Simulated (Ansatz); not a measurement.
bcc W was calculated with HSE06 (plane waves, PAW; Ansatz, an electronic-structure program).

Settings: plane-wave cutoff 460 eV, 14×14×14 k mesh, Fermi–Dirac smearing 0.05 eV, no spin polarisation, scalar-relativistic PAW data made under PBE.

Energies at three volumes about the minimum:

| V (Å³/atom) | E − E_lowest (meV/atom) |
|---|---|
| 15.431 | 10.54 |
| 15.782 | 0.00 |
| 16.223 | 9.93 |

Q: Fit a parabola by hand: where is the minimum, what lattice constant follows, and what is the bulk modulus?

A: Slopes: (0.00 − 10.54)/(15.782 − 15.431) = -30.028 and (9.93 − 0.00)/(16.223 − 15.782) = 22.517 meV/Å³. Curvature E″ = 2 × (22.517 − (-30.028))/(16.223 − 15.431) = 132.689 meV/Å⁶. From the middle of the first interval, the slope vanishes at V0 = 15.6065 − (-30.028)/132.689 = 15.833 Å³/atom. B = V0 E″ = 15.833 × 132.689 meV/Å³ × 0.1602 GPa per meV/Å³ = 337 GPa. With 2 atoms in the cube, a = (2 × 15.833)^(1/3) = 3.164 Å. The full Birch–Murnaghan fit to all volumes gives V0 = 15.824 Å³/atom and B0 = 335 GPa.

Measured, for comparison: bulk modulus 312 GPa (zero-point energy and finite temperature contributions removed, sources range from 300 to 328; as tabulated in doi:10.1021/acs.jctc.3c00612); lattice constant a 3.16 Å (static lattice: zero-point anharmonic expansion removed; as tabulated in Mejia-Rodriguez and Trickey (2018), arXiv:1807.09216). Computed less measured: bulk modulus +7 % (+2.1 % to +12 % over the range).
